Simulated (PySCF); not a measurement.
Unknown: peak-picked proton spectrum

Formula C5H10. The spectrum was simulated from the full spin Hamiltonian at 90 MHz with 0.6 Hz Lorentzian lines, from shifts rounded to 0.01 ppm and J to 0.1 Hz, couplings under 1 Hz left out.

Maxima in ppm (height), grouped by integral:
2H: 5.689 (11), 5.668 (19), 5.659 (14), 5.629 (25), 5.622 (34), 5.600 (35), 5.592 (27), 5.555 (20), 5.533 (12), 5.428 (2), 5.384 (2)
5H: 2.128 (2), 2.112 (2), 2.104 (3), 2.091 (3), 2.074 (2), 2.061 (3), 2.039 (6), 2.032 (5), 2.023 (9), 2.017 (8), 2.008 (9), 1.992 (7), 1.980 (5), 1.968 (9), 1.953 (11), 1.945 (13), 1.931 (15), 1.920 (13), 1.904 (11), 1.892 (10), 1.879 (10), 1.867 (8), 1.856 (10), 1.839 (11), 1.823 (7), 1.811 (8), 1.797 (12), 1.783 (37), 1.768 (67), 1.753 (46), 1.739 (40), 1.724 (44), 1.710 (60), 1.694 (27), 1.684 (9), 1.558 (2)
3H: 1.048 (57), 1.042 (37), 1.008 (2), 0.989 (3), 0.960 (100), 0.953 (74), 0.910 (2), 0.896 (2), 0.872 (23), 0.863 (37), 0.855 (19)

13C{1H} NMR (computed): δ 141.7, 133.2, 31.0, 21.2, 17.0.

Computational details: coordinates at the PBE0-D3(BJ)/def2-SVP level, J couplings at B3LYP/pcJ-1 (without the spin–dipole term), shielding tensors at PBE0/pcSseg-1 (GIAO), in PySCF 2.14.0 with density-fitted response routines (one computed conformer, in vacuum, one averaged value for each set of equivalent atoms, non-relativistic Hamiltonian).

References, each an isolated molecule treated in the same way: 1H and 13C vs TMS.

Task: Analyse the multiplets.

Result: 1H NMR (90 MHz, computed): δ 5.61 (m, 1H), 5.61 (m, 1H), 1.93 (m, 2H), 1.74 (m, 3H), 0.96 (t, J = 8.4 Hz, 3H). These are first-order names from the parameters used; overlap and second-order distortion can hide them in the list.

Task: What is the compound?

Result: `CC/C=C/C`.

Structure with atom numbers: `[CH3:1]/[CH:2]=[CH:3]/[CH2:4][CH3:5]`. Each H is labelled by its parent atom.

1. δ 5.61: H(C3), hydrogen on an alkene CH, coupled to H(C2) (15.5 Hz), H(C4) (8.4 Hz), H(C1) (2.2 Hz).
2. δ 5.61: H(C2), hydrogen on an alkene CH, coupled to H(C3) (15.5 Hz), H(C1) (7.6 Hz), H(C4) (1.6 Hz).
3. δ 1.93: H(C4), hydrogen on an allylic sp3 CH2, coupled to H(C3) and H(C5) (8.4 Hz), H(C2) and H(C1) (1.5 Hz).
4. δ 1.74: H(C1), hydrogen on an allylic methyl carbon, coupled to H(C2) (7.6 Hz), H(C3) (2.2 Hz), H(C4) (1.4 Hz).
5. δ 0.96: H(C5), hydrogen on a methyl carbon, coupled to H(C4) (8.4 Hz).

The shifts were computed for this structure.

Splittings below 1 Hz are ignored in the labels, and close J values are merged. Unscaled 3J(H,H) at this level run about 10 % above measured values. Shifts are as computed. Against solution values, carbons near 30 ppm lie about +2 ppm off and those near 130 ppm about +5 ppm. Of 1211 compounds with measured shifts, 218 miss one by over three times the rms of a fit or turn the order of signals round; such compounds aren't used in these exercises. Couplings across =CH–CH2 type bonds come from one rotamer and its mirror image, and can be 1–2 Hz further off.
